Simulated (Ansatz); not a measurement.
Rock-salt SnTe (cubic form, which distorts at low temperature) was calculated with LDA (Ansatz, a program for electronic structure, plane waves, PAW).

Run with plane-wave cutoff 520 eV, 20×20×20 k mesh, perturbation theory, scalar-relativistic PAW data made under PBE.

Cell (relaxed at this level):

SnTe is taken in the cubic space group Fm-3m (No. 225), the rock salt structure, Pearson symbol cF8. Conventional cell: a = b = c = 6.2350 Å, α = β = γ = 90.00°. Sn on 4a has 6 Te at 3.118 Å (octahedral). Te on 4b is surrounded by 6 Sn at 3.118 Å (octahedral). (Neighbours: up to the widest gap in distance over summed covalent radii, below 1.35, at either atom; cation-cation and far metal-metal contacts left out.)
(The calculation used a cell of 2 atoms; values per cell refer to that cell.)

Task: Give the computed zone-centre TO phonon frequency.

Result: 
- zone-centre TO phonon frequency: 34 cm⁻¹

Note: symmetry holds this phase in the static calculation, where it need not be a minimum.

Spin–orbit coupling is not included.

It cost roughly 60 core-minutes of CPU time.
